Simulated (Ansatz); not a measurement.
hcp Zr was calculated with revPBE (Ansatz, an electronic-structure program, plane waves, PAW).

Numerical settings: plane-wave cutoff 520 eV, 18×18×12 k mesh (along the axes of the cell as run), Fermi–Dirac smearing 0.05 eV, scalar-relativistic PAW data made under PBE.

The volume scan:

| V (Å³/atom) | E − E_lowest (meV/atom) | P (GPa) |
|---|---|---|
| 22.846 | 11.34 | 3.93 |
| 23.322 | 2.75 | 1.88 |
| 23.798 | 0.00 | 0.00 |
| 24.274 | 2.61 | -1.73 |
| 24.750 | 10.15 | -3.32 |

### Question
Fit the third-order Birch–Murnaghan equation and give B0 and B′.

### Answer
V0 = 23.798 Å³/atom, B0 = 90.2 GPa, B′ = 3.3 (fit to the energies at full precision).

Shape and atoms are relaxed at each volume.

Measured, for comparison: bulk modulus 95.9 GPa (zero-point energy and finite temperature contributions removed, our sources range from 84.3 to 95.9; as tabulated in doi:10.1021/acs.jctc.3c00612). Computed (rounded) less measured: bulk modulus not scored (sources differ).

Note: the bulk modulus comes from volumes at which shape and atoms were relaxed.

Static lattice: no zero-point or thermal effects.
